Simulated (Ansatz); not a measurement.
## How far each method lies from full CI for NH$_{4}$⁺, triplet

Geometry: that of the NH4⁺, singlet, kept fixed. The singlet lies 14.9 eV lower here.

```xyz
5

N     0.0000    0.0000    0.0000
H     0.5903    0.5923    0.5902
H    -0.5929   -0.5882    0.5917
H    -0.5890    0.5896   -0.5943
H     0.5916   -0.5937   -0.5876
```

Basis 6-31G; Ansatz 0.2.0. Correlated methods freeze the noble-gas cores, which leaves 8 electrons in 16 orbitals. Prefix R: restricted or restricted open-shell reference; prefix U: unrestricted. Active spaces: valence = (8e, 8o) chosen from the atoms' valence shells.

Full CI is exact within this basis and frozen core; it isn't the basis-set limit. The frozen core follows each run's orbitals, which can shift R against U totals by a few meV.

For open shells CISD and CISDTQ are restricted-active-space CI with the open shells as a complete middle space.

```
UHF ⟨S²⟩                          : 2.006
T1 diagnostic (RCCSD)             : 0.0419
largest doubles amplitude (RCCSD) : 0.066
```

```csv
level,E − E(full CI) (kcal/mol),share of correlation (%),wall time
CISD,4.23,94.22,0.3 s
CISDTQ,0.16,99.78,2 s
CASSCF (valence space),27.62,62.21,–
NEVPT2 (valence space),7.43,89.83,1.2 s
MRCISD (valence space),2.55,96.51,–
MRCISD+Q (valence space),2.12,97.10,1.7 s
```

The correlation energy at full CI, counted from the determinant under the R cluster runs, is -3.169 eV. That run took 6.5 s on 1 thread of Intel Xeon 6975P-C, shared host over 827,904 determinants.

Run but not shown, since their state or frozen core can't be matched to the reference's or they repeat it: RHF, UHF, RMP2, UMP2, RCCSD, UCCSD, RCCSD(T), UCCSD(T), BCCD(T), RCCSDT, UCCSDT, RCCSDT(Q), UCCSDT(Q), RCCSDTQ, UCCSDTQ.

Times hold each run's SCF and search for its determinant on a shared host, so for small cases they say little of a method's own cost; they ran on 1 thread of Intel Xeon 6975P-C.

The full-CI state has the irrep B1 of C2v, in the program's axes (one component, if the state is degenerate).

Natural occupations of full CI about the gap: 1.981 1.970 1.866 1.101 0.888 0.118 0.025 0.023 0.008 0.005; effectively unpaired electrons, Σ n²(2−n)², 2.08.
